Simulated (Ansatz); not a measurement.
```xyz
12

F    -0.671   -2.710   -0.310
C     0.077   -1.739    0.321
C    -0.279   -0.395   -0.266
O     0.515    0.566    0.402
C     0.227    1.860    0.077
F     0.621    2.151   -1.213
H    -0.145   -1.768    1.391
H     1.137   -1.958    0.167
H    -1.346   -0.185   -0.110
H    -0.078   -0.389   -1.341
H    -0.851    2.065    0.126
H     0.793    2.502    0.754
```

Charge 0, multiplicity 1.

Task: List the PBE/def2-TZVPP orbital energies in eV (Ansatz 0.2.0). (Best estimate.)

Result: Computed: Occupied: -659.85, -659.84, -511.27, -272.28, -271.04, -270.59, -30.23, -30.01, -26.86, -19.49, -16.92, -15.57, -13.46, -13.08, -12.93, -12.33, -11.89, -11.13, -10.46, -9.55, -8.99, -8.18, -8.02, -7.82, -7.07. Lowest empty: 0.41, 0.65, 1.22, 1.39, 1.70, 2.21, 2.44, 3.11.
